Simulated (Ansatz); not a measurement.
**Worked example: building the atomization energy of H$_{2}$O, singlet**

Measured: the G2/97 heats of formation, with zero-point and thermal terms from B3LYP taken off, give an electronic atomization energy of 232.6 kcal/mol (Curtiss et al., J. Chem. Phys. 106, 1063 (1997); Staroverov et al., J. Chem. Phys. 119, 12129 (2003)). The calculation below tries to reproduce it.

Geometry (MP2(full)/6-31G*, from the G2/97 set):

```yaml
atoms:
  - { symbol: O, position_ang: [0.0000, 0.0000, 0.0667] }
  - { symbol: H, position_ang: [0.0000, 0.7632, -0.5296] }
  - { symbol: H, position_ang: [0.0000, -0.7632, -0.5296] }
```

Atomization energies (atoms less molecule, kcal/mol) from Ansatz 0.2.0, frozen cores, restricted molecule, unrestricted atoms (their steps beyond CCSDT(Q) from restricted open-shell runs), sets cc-pVDZ, cc-pVTZ, cc-pVQZ:

| level | DZ | TZ | QZ |
| --- | --- | --- | --- |
| HF | 147.66 | 153.59 | 154.73 |
| CCSD(T) | 208.75 | 224.94 | 229.75 |
| CCSDT | 208.78 | 224.81 | 229.56 |
| CCSDT(Q) | 209.05 | 225.00 | 229.78 |
| CCSDTQ | 209.03 | – | – |
| full CI | 209.05 | – | – |

Question: Extrapolate Hartree–Fock with exp(−5.46 √X) and the CCSD(T) correlation part with X⁻³ (X = 3, 4), add each higher step from the largest set that has it, and compare with the measured value.

Answer: Hartree–Fock: 154.73 + (154.73 − 153.59) × 0.301 = 155.07.
Correlation: TZ 71.35, QZ 75.02; (64 × 75.02 − 27 × 71.35) / 37 = 77.70.
Full triples (QZ): 229.56 − 229.75 = -0.19.
(Q) (QZ): 229.78 − 229.56 = 0.22.
Full quadruples (DZ): 209.03 − 209.05 = -0.02.
Full CI (DZ): 209.05 − 209.03 = 0.02.
Sum: 232.8 kcal/mol, 0.2 above the measured 232.6.

The steps beyond CCSD(T) add 0.03 kcal/mol, while going from QZ to the limit adds 3.02. Core correlation, scalar relativity, spin–orbit terms and the relaxation from this MP2 geometry are missing from the sum, and the measured value has its own uncertainty.
